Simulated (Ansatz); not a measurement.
From input file to script: C6H8, SMILES C=CC1C=CC1 in Ansatz 0.2.0.

```yaml
crystal:
  periodic: [false, false, false]
  atoms:
    - { symbol: C, position_ang: [2.3189, 0.3442, 0.0732] }
    - { symbol: C, position_ang: [1.2175, -0.3655, -0.2017] }
    - { symbol: C, position_ang: [-0.0636, -0.0635, 0.4901] }
    - { symbol: C, position_ang: [-1.1185, -1.1405, 0.3063] }
    - { symbol: C, position_ang: [-1.999, -0.3111, -0.2837] }
    - { symbol: C, position_ang: [-1.0401, 0.86, -0.2855] }
    - { symbol: H, position_ang: [2.32, 1.1491, 0.8019] }
    - { symbol: H, position_ang: [3.2548, 0.1282, -0.4334] }
    - { symbol: H, position_ang: [1.2489, -1.1624, -0.9399] }
    - { symbol: H, position_ang: [0.0874, 0.2419, 1.5347] }
    - { symbol: H, position_ang: [-1.1543, -2.1858, 0.6001] }
    - { symbol: H, position_ang: [-3.0082, -0.4324, -0.6657] }
    - { symbol: H, position_ang: [-1.3619, 1.7437, 0.2773] }
    - { symbol: H, position_ang: [-0.7019, 1.1941, -1.2737] }
basis:
  gaussian:
    orbitals: def2-SVP
hamiltonian:
  xc:
    name: wB97M-V
```

The script, `run_energy.py`:
```python
'''Electronic structure of the C6H8 molecule.'''

import sys

import ansatz as az

geometry_ang = [
    ('C', (2.3189, 0.3442, 0.0732)),
    ('C', (1.2175, -0.3655, -0.2017)),
    ('C', (-0.0636, -0.0635, 0.4901)),
    ('C', (-1.1185, -1.1405, 0.3063)),
    ('C', (-1.999, -0.3111, -0.2837)),
    ('C', (-1.0401, 0.86, -0.2855)),
    ('H', (2.32, 1.1491, 0.8019)),
    ('H', (3.2548, 0.1282, -0.4334)),
    ('H', (1.2489, -1.1624, -0.9399)),
    ('H', (0.0874, 0.2419, 1.5347)),
    ('H', (-1.1543, -2.1858, 0.6001)),
    ('H', (-3.0082, -0.4324, -0.6657)),
    ('H', (-1.3619, 1.7437, 0.2773)),
    ('H', (-0.7019, 1.1941, -1.2737)),
]
geometry = az.Crystal.molecule()
for symbol, xyz in geometry_ang:
    geometry = geometry.atom(symbol, xyz)

base = (
    geometry.calculation()
    .basis(gaussian='def2-SVP')
    .functional(az.LibraryFunctional('wB97M-V'))
)
try:
    rep = base.run(threads=1).report
except az.AnsatzError as error:
    sys.exit(f'{type(error).__name__}: {error}')

for key in ('converged', 'free_energy_ev', 'reference_energy_ev', 'n_frozen', 'n_occupied', 'n_virtual'):
    print(f'{key:22s} {rep[key]}')
```

`python run_energy.py` gives:
```text
converged              True
free_energy_ev         -6342.222730909039
reference_energy_ev    -6342.222730909039
n_frozen               0
n_occupied             [22, 22]
n_virtual              [102, 102]
```

Reading the output:
- Total energies depend on the basis set; only differences at equal settings carry meaning.
- The geometry is a force-field or estimated start, not a minimum of this method, and the basis set is short of its limit.
- It ran for 16 s on 1 thread of Arm Neoverse V2, with other jobs on the host, peak memory 0.38 GiB.

(Lines on the test bed's own set-up are left out of the output.)
